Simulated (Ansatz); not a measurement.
Compare A (`C=C(N)CN`) with its isomer B (`C=C(N)NC`).

Program: Ansatz. Geometries: PBE0-D4/def2-TZVP. ΔE: electronic, gas phase. CCSD(T)/CBS adds triple-zeta CCSD(T) − MP2 to the extrapolated MP2 energy (def2 sets, frozen cores). DFT in def2-TZVPP. B3LYP here is the variant with VWN-RPA as its local correlation; programs differ in this. One conformer a species, not always the lowest.

(1) Which isomer does CCSD(T)/CBS put lower? Give the gap. (Best estimate.)

(2) Give E(B) − E(A) in kcal/mol with B3LYP-D4, CCSD(T)/def2-TZVPP, r2SCAN-D4, CCSD/def2-TZVPP, MP2/def2-TZVPP, PBE-D4, PBE0-D4. (Estimate.)

Largest T1 diagnostic: 0.011.

Answers

(1) Ansatz gave: A, by 3.7 kcal/mol.

(2) Computed: B3LYP-D4 2.2, CCSD(T)/def2-TZVPP 3.6, r2SCAN-D4 2.1, CCSD/def2-TZVPP 3.5, MP2/def2-TZVPP 3.5, PBE-D4 2.3, PBE0-D4 2.5. None reverses the order clearly.

In def2-TZVPP, CCSD(T) changes the Hartree–Fock value by +1.6 kcal/mol (the triples alone add +0.1 kcal/mol) and MP2 by +1.5 kcal/mol.
